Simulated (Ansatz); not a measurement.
**AlBClH2 radical (SMILES [BH2][Al][Cl]): single points off equilibrium**

The task here is to estimate one member of a computed series from the others.

The runs use Ansatz 0.2.0, Gaussian basis; single points in def2-TZVPP.

Cores are frozen in the correlated methods. Orbitals are unrestricted.

## Where the work starts

SMILES `[BH2][Al][Cl]`, 5 atoms, charge 0, spin multiplicity 2.

Atoms are counted from 1 here; the program's logs count them from 0.

Bond lengths: B1–Al2 1.859 Å, B1–H4 1.147 Å, B1–H5 1.093 Å, Al2–Cl3 2.031 Å. Angles: Al2–B1–H4 117.2°, Al2–B1–H5 120.4°, H4–B1–H5 122.0°, B1–Al2–Cl3 176.3°.

Geometry (Å):

```xyz
5
AlBClH2
B    -0.5495    0.5921   -0.4168
Al    0.5528   -0.6347    0.4413
Cl    1.8519   -1.9409    1.2971
H    -1.5756    0.2193   -0.7688
H    -0.2633    1.6452   -0.4789
```

Set-up of the first run:

The input, run/in.yaml:

```yaml
crystal:
  periodic: [false, false, false]
  atoms:
    - {symbol: B, position_ang: [-0.549500, 0.592100, -0.416800]}
    - {symbol: Al, position_ang: [0.552800, -0.634700, 0.441300]}
    - {symbol: Cl, position_ang: [1.851900, -1.940900, 1.297100]}
    - {symbol: H, position_ang: [-1.575600, 0.219300, -0.768800]}
    - {symbol: H, position_ang: [-0.263300, 1.645200, -0.478900]}
basis:
  gaussian: {orbitals: def2-TZVPP}
magnetization: {spin_polarized: true, initial_magnetization: 1}
correlation: {method: ccsd_t}
scf: {omitted_lower_state_checks: [cluster_reference]}
output: {forces: true}
```

The command line of these runs was not kept.

Among the steps run: CCSD(T)/def2-TZVPP; PBE0-D4/def2-TZVPP; wB97M-V/def2-TZVPP; r2SCAN-D4/def2-TZVPP; PBE-D4/def2-TZVPP; B97M-V/def2-TZVPP; r2SCAN0-D4/def2-TZVPP.

One of the session's tables, all rows but one given; the rest of the session is left out.

| method | RMS force component (eV/Å) | angle to CCSD(T) forces (°) | dipole (D) |
| --- | --- | --- | --- |
| CCSD(T) | 1.067 | reference | 1.88 |
| PBE0-D4 | 1.050 | 4.2 | 1.73 |
| wB97M-V | 0.991 | 3.1 | 1.87 |
| r2SCAN-D4 | 1.043 | 3.3 | 1.77 |
| PBE-D4 | ? | ? | ? |
| B97M-V | 1.003 | 3.8 | 1.76 |
| r2SCAN0-D4 | 1.021 | 4.1 | 1.81 |

**Question.** Estimate the row for PBE-D4.

As computed: RMS force component (eV/Å): 1.085; angle to CCSD(T) forces (°): 5.9; dipole (D): 1.68. In the column «RMS force component (eV/Å)» it is the highest.
